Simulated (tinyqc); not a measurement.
Worked calculation (part 1 of 2): CCD on RHF in the sto-6g basis, frozen core, for H2F+, spin multiplicity 1. Computed by tinyqc, a small Python program that keeps every step (integrals from PySCF). Settings: charge = 1, multiplicity = 1, basis = sto-6g, method = RHF, frozen orbitals = 1, energy threshold = 1e-10, iteration cap = 59, orthogonalisation = symmetric, start = core, DIIS depth = 6, amplitude equations = CCD, DIIS depth for amplitudes = 6, cap on updates = 58. Command: `OMP_NUM_THREADS=1 python tinyqc.py 24019 24020 out.jsonl` (the two numbers bound the seeds that draw the settings). One thread of a shared host (Intel(R) Xeon(R) Processor @ 2.60GHz), about 0.1 s of CPU time with the checks. The early iterations of the SCF are left out here.

## One-electron integrals

Geometry (angstrom):
```
atom         x          y         z
F     0.000000   0.000000  0.000000
H     0.000000   0.878000  0.578000
H     0.000000  -0.878000  0.578000
```

Basis sto-6g: exponents (1/bohr^2) and contraction coefficients of normalised primitives:
```
element  l (shell)     exponent  coefficient
F            s (1)  1728.626574     0.009164
F            s (1)   316.941790     0.049361
F            s (1)    88.668891     0.168538
F            s (1)    30.460157     0.370563
F            s (1)    11.828570     0.416492
F            s (1)     4.871659     0.130334
F            s (2)    67.032281    -0.013253
F            s (2)    13.267438    -0.046992
F            s (2)     4.123510    -0.033785
F            s (2)     1.586463     0.250242
F            s (2)     0.689002     0.595117
F            s (2)     0.315820     0.240706
F            p (3)    67.032281     0.003760
F            p (3)    13.267438     0.037679
F            p (3)     4.123510     0.173897
F            p (3)     1.586463     0.418036
F            p (3)     0.689002     0.425860
F            p (3)     0.315820     0.101708
H            s (1)    35.523221     0.009164
H            s (1)     6.513144     0.049361
H            s (1)     1.822143     0.168538
H            s (1)     0.625955     0.370563
H            s (1)     0.243077     0.416492
H            s (1)     0.100112     0.130334
```

Overlap, kinetic and nuclear-attraction integrals over the contracted functions; the nuclear repulsion is the sum of Za Zb / Rab.

nuclear repulsion = 9.36282649 hartree

overlap S, order 1F 1s, 1F 2s, 1F 2px, 1F 2py, 1F 2pz, 2H 1s, 3H 1s:
$$\begin{pmatrix}
1.000000 & 0.232479 & 0.000000 & 0.000000 & 0.000000 & 0.037163 & 0.037163 \\
0.232479 & 1.000000 & 0.000000 & 0.000000 & 0.000000 & 0.367263 & 0.367263 \\
0.000000 & 0.000000 & 1.000000 & 0.000000 & 0.000000 & 0.000000 & 0.000000 \\
0.000000 & 0.000000 & 0.000000 & 1.000000 & 0.000000 & 0.250368 & -0.250368 \\
0.000000 & 0.000000 & 0.000000 & 0.000000 & 1.000000 & 0.164821 & 0.164821 \\
0.037163 & 0.367263 & 0.000000 & 0.250368 & 0.164821 & 1.000000 & 0.175687 \\
0.037163 & 0.367263 & 0.000000 & -0.250368 & 0.164821 & 0.175687 & 1.000000
\end{pmatrix}$$

kinetic energy T (hartree), order 1F 1s, 1F 2s, 1F 2px, 1F 2py, 1F 2pz, 2H 1s, 3H 1s:
$$\begin{pmatrix}
37.397730 & -1.143349 & 0.000000 & 0.000000 & 0.000000 & -0.004424 & -0.004424 \\
-1.143349 & 1.082297 & 0.000000 & 0.000000 & 0.000000 & 0.067239 & 0.067239 \\
0.000000 & 0.000000 & 3.251325 & 0.000000 & 0.000000 & 0.000000 & 0.000000 \\
0.000000 & 0.000000 & 0.000000 & 3.251325 & 0.000000 & 0.146569 & -0.146569 \\
0.000000 & 0.000000 & 0.000000 & 0.000000 & 3.251325 & 0.096488 & 0.096488 \\
-0.004424 & 0.067239 & 0.000000 & 0.146569 & 0.096488 & 0.768522 & -0.006600 \\
-0.004424 & 0.067239 & 0.000000 & -0.146569 & 0.096488 & -0.006600 & 0.768522
\end{pmatrix}$$

nuclear attraction V (hartree), order 1F 1s, 1F 2s, 1F 2px, 1F 2py, 1F 2pz, 2H 1s, 3H 1s:
$$\begin{pmatrix}
-78.829282 & -8.099777 & 0.000000 & 0.000000 & -0.013328 & -1.482293 & -1.482293 \\
-8.099777 & -12.479156 & 0.000000 & 0.000000 & -0.154727 & -3.431040 & -3.431040 \\
0.000000 & 0.000000 & -12.423105 & 0.000000 & 0.000000 & 0.000000 & 0.000000 \\
0.000000 & 0.000000 & 0.000000 & -12.539352 & 0.000000 & -2.034295 & 2.034295 \\
-0.013328 & -0.154727 & 0.000000 & 0.000000 & -12.473484 & -1.379740 & -1.379740 \\
-1.482293 & -3.431040 & 0.000000 & -2.034295 & -1.379740 & -5.957463 & -1.187187 \\
-1.482293 & -3.431040 & 0.000000 & 2.034295 & -1.379740 & -1.187187 & -5.957463
\end{pmatrix}$$

core Hamiltonian H = T + V (hartree), order 1F 1s, 1F 2s, 1F 2px, 1F 2py, 1F 2pz, 2H 1s, 3H 1s:
$$\begin{pmatrix}
-41.431552 & -9.243126 & 0.000000 & 0.000000 & -0.013328 & -1.486717 & -1.486717 \\
-9.243126 & -11.396860 & 0.000000 & 0.000000 & -0.154727 & -3.363802 & -3.363802 \\
0.000000 & 0.000000 & -9.171779 & 0.000000 & 0.000000 & 0.000000 & 0.000000 \\
0.000000 & 0.000000 & 0.000000 & -9.288026 & 0.000000 & -1.887726 & 1.887726 \\
-0.013328 & -0.154727 & 0.000000 & 0.000000 & -9.222158 & -1.283252 & -1.283252 \\
-1.486717 & -3.363802 & 0.000000 & -1.887726 & -1.283252 & -5.188941 & -1.193787 \\
-1.486717 & -3.363802 & 0.000000 & 1.887726 & -1.283252 & -1.193787 & -5.188941
\end{pmatrix}$$

## Two-electron integrals

Functions are numbered as in S; the eight-fold symmetry (ij|kl) = (ji|kl) = (kl|ij) leaves the list below.

Two-electron integrals (ij|kl) in chemists' order, unique and non-zero (hartree):
```
(11|11) 5.406240    (21|11) 0.768129    (21|21) 0.138909    (22|11) 1.266271
(22|21) 0.283987    (22|22) 0.926367    (31|31) 0.029452    (32|31) 0.044681
(32|32) 0.204753    (33|11) 1.266273    (33|21) 0.283987    (33|22) 0.926366
(33|33) 0.998085    (41|41) 0.029452    (42|41) 0.044681    (42|42) 0.204753
(43|43) 0.053789    (44|11) 1.266273    (44|21) 0.283987    (44|22) 0.926366
(44|33) 0.890506    (44|44) 0.998085    (51|51) 0.029452    (52|51) 0.044681
(52|52) 0.204753    (53|53) 0.053789    (54|54) 0.053789    (55|11) 1.266273
(55|21) 0.283987    (55|22) 0.926366    (55|33) 0.890506    (55|44) 0.890506
(55|55) 0.998085    (61|11) 0.130855    (61|21) 0.022686    (61|22) 0.045376
(61|33) 0.045299    (61|41) 0.000824    (61|42) 0.001611    (61|44) 0.045460
(61|51) 0.000542    (61|52) 0.001060    (61|54) 0.000106    (61|55) 0.045369
(61|61) 0.003767    (62|11) 0.331108    (62|21) 0.075373    (62|22) 0.274289
(62|33) 0.270404    (62|41) 0.004565    (62|42) 0.034421    (62|44) 0.278535
(62|51) 0.003005    (62|52) 0.022660    (62|54) 0.005353    (62|55) 0.273927
(62|61) 0.012313    (62|62) 0.100517    (63|31) 0.008370    (63|32) 0.047934
(63|43) 0.007186    (63|53) 0.004731    (63|63) 0.014741    (64|11) 0.188160
(64|21) 0.043437    (64|22) 0.168991    (64|33) 0.161833    (64|41) 0.010664
(64|42) 0.067958    (64|44) 0.181158    (64|51) 0.001510    (64|52) 0.013182
(64|54) 0.007991    (64|55) 0.163980    (64|61) 0.007404    (64|62) 0.076015
(64|64) 0.071799    (65|11) 0.123869    (65|21) 0.028595    (65|22) 0.111249
(65|33) 0.106537    (65|41) 0.001510    (65|42) 0.013182    (65|44) 0.109798
(65|51) 0.009364    (65|52) 0.056612    (65|54) 0.009332    (65|55) 0.117412
(65|61) 0.004874    (65|62) 0.050042    (65|64) 0.037562    (65|65) 0.039469
(66|11) 0.490396    (66|21) 0.113735    (66|22) 0.475942    (66|33) 0.460005
(66|41) 0.008662    (66|42) 0.091119    (66|44) 0.493360    (66|51) 0.005703
(66|52) 0.059985    (66|54) 0.021958    (66|55) 0.474460    (66|61) 0.018718
(66|62) 0.225618    (66|64) 0.197867    (66|65) 0.130259    (66|66) 0.774999
(71|11) 0.130855    (71|21) 0.022686    (71|22) 0.045376    (71|33) 0.045299
(71|41) -0.000824   (71|42) -0.001611   (71|44) 0.045460    (71|51) 0.000542
(71|52) 0.001060    (71|54) -0.000106   (71|55) 0.045369    (71|61) 0.003717
(71|62) 0.011942    (71|64) 0.006576    (71|65) 0.004729    (71|66) 0.017973
(71|71) 0.003767    (72|11) 0.331108    (72|21) 0.075373    (72|22) 0.274289
(72|33) 0.270404    (72|41) -0.004565   (72|42) -0.034421   (72|44) 0.278535
(72|51) 0.003005    (72|52) 0.022660    (72|54) -0.005353   (72|55) 0.273927
(72|61) 0.011942    (72|62) 0.081619    (72|64) 0.042529    (72|65) 0.039405
(72|66) 0.148538    (72|71) 0.012313    (72|72) 0.100517    (73|31) 0.008370
(73|32) 0.047934    (73|43) -0.007186   (73|53) 0.004731    (73|63) 0.011583
(73|73) 0.014741    (74|11) -0.188160   (74|21) -0.043437   (74|22) -0.168991
(74|33) -0.161833   (74|41) 0.010664    (74|42) 0.067958    (74|44) -0.181158
(74|51) -0.001510   (74|52) -0.013182   (74|54) 0.007991    (74|55) -0.163980
(74|61) -0.006576   (74|62) -0.042529   (74|64) -0.011012   (74|65) -0.020118
(74|66) -0.070140   (74|71) -0.007404   (74|72) -0.076015   (74|74) 0.071799
(75|11) 0.123869    (75|21) 0.028595    (75|22) 0.111249    (75|33) 0.106537
(75|41) -0.001510   (75|42) -0.013182   (75|44) 0.109798    (75|51) 0.009364
(75|52) 0.056612    (75|54) -0.009332   (75|55) 0.117412    (75|61) 0.004729
(75|62) 0.039405    (75|64) 0.020118    (75|65) 0.030344    (75|66) 0.079048
(75|71) 0.004874    (75|72) 0.050042    (75|74) -0.037562   (75|75) 0.039469
(76|11) 0.108523    (76|21) 0.024980    (76|22) 0.099200    (76|33) 0.097414
(76|44) 0.099278    (76|51) 0.001590    (76|52) 0.014502    (76|55) 0.100909
(76|61) 0.004036    (76|62) 0.036392    (76|64) 0.024033    (76|65) 0.020697
(76|66) 0.087392    (76|71) 0.004036    (76|72) 0.036392    (76|74) -0.024033
(76|75) 0.020697    (76|76) 0.016519    (77|11) 0.490396    (77|21) 0.113735
(77|22) 0.475942    (77|33) 0.460005    (77|41) -0.008662   (77|42) -0.091119
(77|44) 0.493360    (77|51) 0.005703    (77|52) 0.059985    (77|54) -0.021958
(77|55) 0.474460    (77|61) 0.017973    (77|62) 0.148538    (77|64) 0.070140
(77|65) 0.079048    (77|66) 0.298865    (77|71) 0.018718    (77|72) 0.225618
(77|74) -0.197867   (77|75) 0.130259    (77|76) 0.087392    (77|77) 0.774999
```

## Orthogonalisation

S = U s U^T; symmetric (Loewdin) form X = U s^(-1/2) U^T, so that X^T S X = 1.

eigenvalues of S: [0.478162, 0.547349, 0.904435, 1.000000, 1.082912, 1.276964, 1.710178]

X, order 1F 1s, 1F 2s, 1F 2px, 1F 2py, 1F 2pz, 2H 1s, 3H 1s:
$$\begin{pmatrix}
1.022433 & -0.131771 & 0.000000 & 0.000000 & -0.005000 & 0.016033 & 0.016033 \\
-0.131771 & 1.137827 & 0.000000 & 0.000000 & 0.051281 & -0.202484 & -0.202484 \\
0.000000 & 0.000000 & 1.000000 & 0.000000 & 0.000000 & 0.000000 & 0.000000 \\
0.000000 & 0.000000 & 0.000000 & 1.062105 & 0.000000 & -0.160158 & 0.160158 \\
-0.005000 & 0.051281 & 0.000000 & 0.000000 & 1.022532 & -0.089288 & -0.089288 \\
0.016033 & -0.202484 & 0.000000 & -0.160158 & -0.089288 & 1.107493 & -0.066997 \\
0.016033 & -0.202484 & 0.000000 & 0.160158 & -0.089288 & -0.066997 & 1.107493
\end{pmatrix}$$

## Starting guess

The start is the orbitals of the core Hamiltonian; D = 2 C_occ C_occ^T.

D at the start, order 1F 1s, 1F 2s, 1F 2px, 1F 2py, 1F 2pz, 2H 1s, 3H 1s:
$$\begin{pmatrix}
2.123661 & -0.551368 & 0.000000 & 0.000000 & -0.027716 & 0.063006 & 0.063006 \\
-0.551368 & 2.450153 & 0.000000 & 0.000000 & 0.164555 & -0.269285 & -0.269285 \\
0.000000 & 0.000000 & 2.000000 & 0.000000 & 0.000000 & 0.000000 & 0.000000 \\
0.000000 & 0.000000 & 0.000000 & 2.219696 & 0.000000 & -0.275776 & 0.275776 \\
-0.027716 & 0.164555 & 0.000000 & 0.000000 & 2.078596 & -0.150889 & -0.150889 \\
0.063006 & -0.269285 & 0.000000 & -0.275776 & -0.150889 & 0.072393 & 0.003868 \\
0.063006 & -0.269285 & 0.000000 & 0.275776 & -0.150889 & 0.003868 & 0.072393
\end{pmatrix}$$

## Iteration 8 (converged): orbitals

converged F (hartree), order 1F 1s, 1F 2s, 1F 2px, 1F 2py, 1F 2pz, 2H 1s, 3H 1s:
$$\begin{pmatrix}
-26.927541 & -6.521870 & 0.000000 & 0.000000 & -0.021480 & -1.050833 & -1.050833 \\
-6.521870 & -3.474134 & 0.000000 & 0.000000 & -0.101206 & -1.087265 & -1.087265 \\
0.000000 & 0.000000 & -1.025401 & 0.000000 & 0.000000 & 0.000000 & 0.000000 \\
0.000000 & 0.000000 & 0.000000 & -0.952792 & 0.000000 & -0.509280 & 0.509280 \\
-0.021480 & -0.101206 & 0.000000 & 0.000000 & -0.982349 & -0.385944 & -0.385944 \\
-1.050833 & -1.087265 & 0.000000 & -0.509280 & -0.385944 & -0.787585 & -0.320951 \\
-1.050833 & -1.087265 & 0.000000 & 0.509280 & -0.385944 & -0.320951 & -0.787585
\end{pmatrix}$$

Diagonalise F' = X^T F X, C = X C', fill 5 alpha and 5 beta electrons from the bottom; D = 2 C_occ C_occ^T. Each column has its largest component positive (the first on a tie).

F' = X^T F X (hartree):
$$\begin{pmatrix}
-26.512297 & -3.203708 & 0.000000 & 0.000000 & -0.034046 & -0.147617 & -0.147617 \\
-3.203708 & -2.208800 & 0.000000 & 0.000000 & 0.034009 & -0.446601 & -0.446601 \\
0.000000 & 0.000000 & -1.025401 & 0.000000 & 0.000000 & 0.000000 & 0.000000 \\
0.000000 & 0.000000 & 0.000000 & -0.752229 & 0.000000 & -0.411568 & 0.411568 \\
-0.034046 & 0.034009 & 0.000000 & 0.000000 & -0.902666 & -0.265628 & -0.265628 \\
-0.147617 & -0.446601 & 0.000000 & -0.411568 & -0.265628 & -0.378412 & -0.069036 \\
-0.147617 & -0.446601 & 0.000000 & 0.411568 & -0.265628 & -0.069036 & -0.378412
\end{pmatrix}$$

orbital energies (hartree): MO1 -26.930700, MO2 -2.030501, MO3 -1.153544, MO4 -1.051717, MO5 -1.025401, MO6 -0.058294, MO7 0.091939

coefficients C, order 1F 1s, 1F 2s, 1F 2px, 1F 2py, 1F 2pz, 2H 1s, 3H 1s:
$$\begin{pmatrix}
0.997129 & -0.238618 & 0.000000 & 0.057940 & 0.000000 & 0.093331 & 0.000000 \\
0.012806 & 0.956721 & 0.000000 & -0.310966 & 0.000000 & -0.620052 & 0.000000 \\
0.000000 & 0.000000 & 0.000000 & 0.000000 & 1.000000 & 0.000000 & 0.000000 \\
0.000000 & 0.000000 & 0.745836 & 0.000000 & 0.000000 & 0.000000 & 0.789364 \\
0.001584 & 0.095054 & 0.000000 & 0.878683 & 0.000000 & -0.532024 & 0.000000 \\
-0.002268 & 0.077335 & 0.339566 & 0.214440 & 0.000000 & 0.733877 & -0.774634 \\
-0.002268 & 0.077335 & -0.339566 & 0.214440 & 0.000000 & 0.733877 & 0.774634
\end{pmatrix}$$

D after iteration 8, order 1F 1s, 1F 2s, 1F 2px, 1F 2py, 1F 2pz, 2H 1s, 3H 1s:
$$\begin{pmatrix}
2.109122 & -0.467079 & 0.000000 & 0.000000 & 0.059618 & -0.016580 & -0.016580 \\
-0.467079 & 2.024356 & 0.000000 & 0.000000 & -0.364561 & 0.014550 & 0.014550 \\
0.000000 & 0.000000 & 2.000000 & 0.000000 & 0.000000 & 0.000000 & 0.000000 \\
0.000000 & 0.000000 & 0.000000 & 1.112544 & 0.000000 & 0.506521 & -0.506521 \\
0.059618 & -0.364561 & 0.000000 & 0.000000 & 1.562241 & 0.391544 & 0.391544 \\
-0.016580 & 0.014550 & 0.000000 & 0.506521 & 0.391544 & 0.334551 & -0.126669 \\
-0.016580 & 0.014550 & 0.000000 & -0.506521 & 0.391544 & -0.126669 & 0.334551
\end{pmatrix}$$

## Convergence

Stop when the energy changes by less than 1e-10 hartree and every element of the error matrix X^T (F D S - S D F) X is below 3e-06.

Course of the cycle:
```
iteration   E (hartree)     change  largest element of the error matrix
1          -98.74907639          -                             5.41e-01
2          -99.77455899  -1.03e+00                             3.92e-02
3          -99.77636161  -1.80e-03                             9.94e-03
4          -99.77655017  -1.89e-04                             2.36e-03
5          -99.77656439  -1.42e-05                             5.69e-04
6          -99.77656510  -7.12e-07                             6.40e-05
7          -99.77656511  -6.64e-09                             1.38e-07
8          -99.77656511   5.68e-14                             2.00e-10
```

PySCF RHF in the same basis = -99.77656511 hartree

Converged in 8 iterations.

## Populations, bond orders and dipole

Mulliken: Z minus the diagonal of D S on the atom; Loewdin: the same with S^(1/2) D S^(1/2); Mayer order: 2 sum_s sum (D(s) S)_ij (D(s) S)_ji over the two atoms.

Charges (e):
```
atom  Mulliken   Loewdin
1F    0.016751  0.150437
2H    0.491625  0.424781
3H    0.491625  0.424781
```

Mayer bond orders:
```
pair     order
2-1   0.742568
3-1   0.742568
3-2   0.015737
```

dipole moment about the origin, x y z (debye): [0.000000, 0.000000, 3.120226]

## Integrals over molecular orbitals

(pq|rs) = sum C_ip C_jq C_kr C_ls (ij|kl), one index at a time.

one-electron integrals over orbitals h = C^T H C (hartree):
$$\begin{pmatrix}
-41.418165 & 0.705301 & 0.000000 & -0.163444 & 0.000000 & -0.278258 & 0.000000 \\
0.705301 & -9.681239 & 0.000000 & 0.354180 & 0.000000 & 1.343392 & 0.000000 \\
0.000000 & 0.000000 & -8.000336 & 0.000000 & 0.000000 & 0.000000 & -2.197141 \\
-0.163444 & 0.354180 & 0.000000 & -8.676009 & 0.000000 & 1.420768 & 0.000000 \\
0.000000 & 0.000000 & 0.000000 & 0.000000 & -9.171779 & 0.000000 & 0.000000 \\
-0.278258 & 1.343392 & 0.000000 & 1.420768 & 0.000000 & -5.539538 & 0.000000 \\
0.000000 & 0.000000 & -2.197141 & 0.000000 & 0.000000 & 0.000000 & -5.964839
\end{pmatrix}$$

Two-electron integrals over orbitals (pq|rs), unique and non-zero (hartree); the lowest 1 orbital is frozen and left out:
```
(22|22) 0.863771    (32|32) 0.155783    (33|22) 0.755076    (33|33) 0.728140
(42|22) -0.002036   (42|33) -0.006841   (42|42) 0.161685    (43|32) 0.006975
(43|43) 0.048474    (44|22) 0.818145    (44|33) 0.708410    (44|42) -0.086964
(44|44) 0.884184    (52|52) 0.183198    (53|53) 0.037929    (54|52) -0.032748
(54|54) 0.053435    (55|22) 0.884881    (55|33) 0.742925    (55|42) -0.050890
(55|44) 0.832829    (55|55) 0.998085    (62|22) -0.143535   (62|33) -0.088669
(62|42) -0.043428   (62|44) -0.100813   (62|55) -0.147461   (62|62) 0.074610
(63|32) 0.024854    (63|43) 0.018351    (63|63) 0.068622    (64|22) -0.145906
(64|33) -0.086041   (64|42) 0.009691    (64|44) -0.152593   (64|55) -0.150399
(64|62) 0.060132    (64|64) 0.076498    (65|52) -0.051077   (65|54) -0.008680
(65|65) 0.025044    (66|22) 0.564580    (66|33) 0.548037    (66|42) 0.065664
(66|44) 0.532479    (66|55) 0.540643    (66|62) -0.052236   (66|64) -0.026671
(66|66) 0.540861    (72|32) 0.067594    (72|43) -0.021974   (72|63) -0.025689
(72|72) 0.056338    (73|22) 0.212871    (73|33) 0.164436    (73|42) -0.056741
(73|44) 0.201183    (73|55) 0.233279    (73|62) -0.069468   (73|64) -0.087922
(73|66) 0.017418    (73|73) 0.162064    (74|32) -0.054327   (74|43) 0.007277
(74|63) -0.043023   (74|72) -0.011075   (74|74) 0.048537    (75|53) 0.025555
(75|75) 0.019730    (76|32) -0.091858   (76|43) -0.048936   (76|63) -0.085063
(76|72) 0.005104    (76|74) 0.061243    (76|76) 0.162845    (77|22) 0.607243
(77|33) 0.607409    (77|42) 0.007754    (77|44) 0.584357    (77|55) 0.594198
(77|62) -0.044851   (77|64) -0.030242   (77|66) 0.534917    (77|73) 0.068022
(77|77) 0.572191
```

## CCD: starting amplitudes

t_ij^ab = <ij||ab> / (e_i + e_j - e_a - e_b), whose energy is MP2.

Starting amplitudes (spin orbitals 1a, 1b, ...; amplitudes related by a flip of all spins are not repeated):
```
from      to          t
3a 3b  7a 7b  -0.065061
3a 4b  6b 7a  -0.039270
4a 4b  6a 6b  -0.038502
3a 3b  6a 6b  -0.031327
2a 3b  6a 7b   0.021590
4a 4b  7a 7b  -0.021220
2a 4b  6a 6b  -0.020276
3a 4a  6a 7a  -0.020054
3a 4b  6a 7b   0.019216
2a 2b  6a 6b  -0.018915
2a 3a  6a 7a   0.013606
2a 2b  7a 7b  -0.013272
5a 5b  6a 6b  -0.012948
5a 5b  7a 7b  -0.008829
2a 3b  6b 7a  -0.007984
2a 4b  7a 7b   0.003391
```

correlation energy = -0.03680078 hartree

## CCD: amplitude update 1

t_ij^ab D_ij^ab are set to the remaining terms of the spin-orbital equations, evaluated with the old amplitudes; for the doubles these are <ij||ab> + 1/2 <ab||ef> t_ij^ef + 1/2 <mn||ij> t_mn^ab + P(ij)P(ab) <mb||ej> t_im^ae + terms in t^2, D the orbital-energy denominators.

Amplitudes after update 1 (spin orbitals 1a, 1b, ...; amplitudes related by a flip of all spins are not repeated):
```
from      to          t
3a 3b  7a 7b  -0.080422
3a 4b  6b 7a  -0.048043
4a 4b  6a 6b  -0.045435
3a 3b  6a 6b  -0.040078
3a 4b  6a 7b   0.027528
2a 3b  6a 7b   0.026432
2a 4b  6a 6b  -0.026379
4a 4b  7a 7b  -0.025290
3a 4a  6a 7a  -0.020514
2a 2b  6a 6b  -0.019154
2a 3a  6a 7a   0.013825
5a 5b  6a 6b  -0.013132
2a 2b  7a 7b  -0.012968
2a 3b  6b 7a  -0.012607
5a 5b  7a 7b  -0.008046
2a 4b  7a 7b   0.002111
```

correlation energy = -0.04454275 hartree

## CCD: amplitude update 2

As before.

Amplitudes after update 2 (spin orbitals 1a, 1b, ...; amplitudes related by a flip of all spins are not repeated):
```
from      to          t
3a 3b  7a 7b  -0.084895
3a 4b  6b 7a  -0.050174
4a 4b  6a 6b  -0.047702
3a 3b  6a 6b  -0.042787
3a 4b  6a 7b   0.030927
2a 4b  6a 6b  -0.027995
2a 3b  6a 7b   0.027423
4a 4b  7a 7b  -0.026403
3a 4a  6a 7a  -0.019247
2a 2b  6a 6b  -0.019053
2a 3b  6b 7a  -0.014318
2a 3a  6a 7a   0.013105
5a 5b  6a 6b  -0.013040
2a 2b  7a 7b  -0.012578
5a 5b  7a 7b  -0.007466
2a 4b  7a 7b   0.001511
```

correlation energy = -0.04653485 hartree
